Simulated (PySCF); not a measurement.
**Working out the ionisation energy of B**

B [He] 2s2 2p1 (2P) → B⁺ [He] 2s2 (1S). All numbers are calculated (PySCF 2.14, no relativity, point nucleus, in 6-31G*). Frozen: 1s2. Energies in hartree (1 hartree = 27.21139 eV):

| part | B (lower) | B⁺ (upper) |
| --- | --- | --- |
| UHF | -24.521972 | -24.234042 |
| CCSD correlation | -0.056344 | -0.058740 |
| (T) | -0.000768 | 0.000000 |

Problem. What does Hartree-Fock give?

Solution. (-24.234042) − (-24.521972) = 0.287930 hartree = 7.835 eV.

Problem. What do CCSD and CCSD(T) give?

Solution. The CCSD correlation energies differ by -0.002396 hartree = -0.065 eV and the triples by 0.000768 hartree = 0.021 eV, so CCSD gives 7.770 eV and CCSD(T) 7.791 eV.

Measured between the centres of the two terms (NIST): 8.297 eV, so CCSD(T) (valence) is off by -0.506 eV.

The coupled-cluster amplitudes are large, so a single reference is strained.

What remains against the reference includes basis incompleteness, the frozen core and higher excitations.
